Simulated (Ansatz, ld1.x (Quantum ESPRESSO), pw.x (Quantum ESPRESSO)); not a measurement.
# From atom to crystal: TM potential for Ta

```json
{"Element": "Ta (Z = 73)", "Generator": "ld1.x (Quantum ESPRESSO) 7.5", "Type": "norm-conserving Troullier–Martins (Kleinman–Bylander form)", "Functional": "PBEsol", "Relativity": "scalar-relativistic", "Frozen core": "[Xe] 4f14", "Valence charge": "5", "Reference configuration": "5d3.5 6s1.5 6p0", "Partial waves": "6s (bound): rc 2.65 bohr; 6p (bound, empty): rc 2.75 bohr; 5d (bound): rc 2.90 bohr", "Local potential": "the d channel", "Core correction": "a·sin(br)/r model core, default radius (core density twice the valence density)"}
```

Crystal test: diamond Ta in pw.x 7.5, no spin, 8³ k-points, Fermi–Dirac smearing 0.01 Ry, cutoffs 50/200 Ry. The reference is all-electron LAPW (Ansatz 0.2.0) with the same functional, mesh and smearing; V0 and B0 come from Birch–Murnaghan fits to the pressures at five volumes. Errors are pseudo minus all-electron; Δ is the rms difference of the E(V) curves that follow from these fits, minima aligned, over ±6 % about the mean V0. Mesh and smearing are coarse, so the numbers serve the comparison and aren't converged zero-temperature values; the lattice is a test structure that the element need not adopt.

```json
{"V (Å³/atom)": "25.755", "P all-electron (GPa)": "4.05", "P pseudo (GPa)": "18.49"}
{"V (Å³/atom)": "26.432", "P all-electron (GPa)": "1.87", "P pseudo (GPa)": "17.15"}
{"V (Å³/atom)": "27.110", "P all-electron (GPa)": "-0.09", "P pseudo (GPa)": "15.90"}
{"V (Å³/atom)": "27.788", "P all-electron (GPa)": "-1.84", "P pseudo (GPa)": "14.73"}
{"V (Å³/atom)": "28.465", "P all-electron (GPa)": "-3.42", "P pseudo (GPa)": "13.64"}
```

All-electron: a0 = 6.006 Å (V0 = 27.08 Å³/atom), B0 = 74.4 GPa.

Pseudopotential: mean pressure error (GPa): +15.87. The pressure does not cross zero within the volumes sampled, so no fit is given. The largest radius (2.90 bohr) exceeds half the bond length (2.46 bohr), so the spheres overlap, which is one possible source of error among others. This is a poor potential for the solid. Note: ghost state, extra bound levels that the all-electron valence spectrum of the same l lacks: s at -27.8 eV. A true bound ghost makes a file unfit for plane-wave use.

At the middle volume, how do free energy and pressure move when the wave cutoff is lowered (ecutrho kept at four times it)?

```
cutoff (Ry)  shift of F (meV/atom)  shift of P (GPa)
         22                 +264.3             -1.46
         30                  +75.8             -2.29
         40                   +2.9             -0.15
```

Input at the middle volume:

```
&control
  calculation='scf', prefix='x', pseudo_dir='./', outdir='./tmp', tstress=.true., disk_io='low'
/
&system
  ibrav=0, nat=2, ntyp=1, ecutwfc=50, ecutrho=200, nbnd=12,
  occupations='smearing', smearing='fd', degauss=0.01
/
&electrons
  conv_thr=1e-09, mixing_beta=0.4, electron_maxstep=70
/
ATOMIC_SPECIES
Ta 1.0 Ta.UPF
CELL_PARAMETERS angstrom
  0.00000000 3.00406855 3.00406855
  3.00406855 0.00000000 3.00406855
  3.00406855 3.00406855 0.00000000
ATOMIC_POSITIONS crystal
Ta 0.0000 0.0000 0.0000
Ta 0.2500 0.2500 0.2500
K_POINTS automatic
8 8 8 0 0 0
```

```bash
pw.x < Ta.scf.in > Ta.scf.out
```

Lines of the output:

```
Message from routine setup:
     using ibrav=0 with symmetry is DISCOURAGED, use correct ibrav instead
     lattice parameter (alat)  =       8.0283  a.u.
     unit-cell volume          =     365.8947 (a.u.)^3
     number of electrons       =        10.00
     number of Kohn-Sham states=           12
     kinetic-energy cutoff     =      50.0000  Ry
     charge density cutoff     =     200.0000  Ry
     scf convergence threshold =      1.0E-09
     Exchange-correlation= PBESOL
     number of k points=    29  Fermi-Dirac smearing, width (Ry)=  0.0100
     iteration #  1     ecut=    50.00 Ry     beta= 0.40
     total energy              =     -37.66083651 Ry
     estimated scf accuracy    <       4.49663324 Ry
     iteration #  2     ecut=    50.00 Ry     beta= 0.40
     total energy              =     -36.84914395 Ry
     estimated scf accuracy    <       1.32526106 Ry
     iteration #  3     ecut=    50.00 Ry     beta= 0.40
     total energy              =     -35.60379043 Ry
     estimated scf accuracy    <       2.40053077 Ry
     iteration #  4     ecut=    50.00 Ry     beta= 0.40
     total energy              =     -37.15180978 Ry
     estimated scf accuracy    <       1.85722411 Ry
     iteration #  5     ecut=    50.00 Ry     beta= 0.40
     total energy              =     -37.10888829 Ry
     estimated scf accuracy    <       0.35006824 Ry
     iteration #  6     ecut=    50.00 Ry     beta= 0.40
     total energy              =     -37.05253096 Ry
     estimated scf accuracy    <       0.13233733 Ry
     iteration #  7     ecut=    50.00 Ry     beta= 0.40
     total energy              =     -37.08871512 Ry
     estimated scf accuracy    <       0.08281340 Ry
     iteration #  8     ecut=    50.00 Ry     beta= 0.40
     total energy              =     -37.08521330 Ry
     estimated scf accuracy    <       0.02226117 Ry
     [... 3 iterations left out ...]
     iteration # 12     ecut=    50.00 Ry     beta= 0.40
     total energy              =     -37.08824900 Ry
     estimated scf accuracy    <       0.00011175 Ry
     iteration # 13     ecut=    50.00 Ry     beta= 0.40
     total energy              =     -37.08828491 Ry
     estimated scf accuracy    <       0.00006467 Ry
     iteration # 14     ecut=    50.00 Ry     beta= 0.40
     total energy              =     -37.08827755 Ry
     estimated scf accuracy    <       0.00002850 Ry
     iteration # 15     ecut=    50.00 Ry     beta= 0.40
     total energy              =     -37.08828166 Ry
     estimated scf accuracy    <       0.00000032 Ry
     iteration # 16     ecut=    50.00 Ry     beta= 0.40
     total energy              =     -37.08828173 Ry
     estimated scf accuracy    <       0.00000009 Ry
     iteration # 17     ecut=    50.00 Ry     beta= 0.40
     total energy              =     -37.08828174 Ry
     estimated scf accuracy    <          5.3E-09 Ry
     iteration # 18     ecut=    50.00 Ry     beta= 0.40
     total energy              =     -37.08828174 Ry
     estimated scf accuracy    <          4.0E-09 Ry
     iteration # 19     ecut=    50.00 Ry     beta= 0.40
     the Fermi energy is     6.6933 ev
!    total energy              =     -37.08828174 Ry
     estimated scf accuracy    <          4.2E-10 Ry
     smearing contrib. (-TS)   =      -0.01692916 Ry
     The total energy is F=E-TS. E is the sum of the following terms:
     one-electron contribution =       5.77818658 Ry
     hartree contribution      =       4.57798413 Ry
     xc contribution           =     -23.70493906 Ry
     ewald contribution        =     -23.72258422 Ry
     convergence has been achieved in  19 iterations
          total   stress  (Ry/bohr**3)                   (kbar)     P=      158.97
```

The run at the middle volume (29 k-points, 19 iterations) took about 22 s on one core of a shared host (Intel(R) Xeon(R) Platinum 8259CL CPU @ 2.50GHz, 96 threads, 755 GiB, load 44).
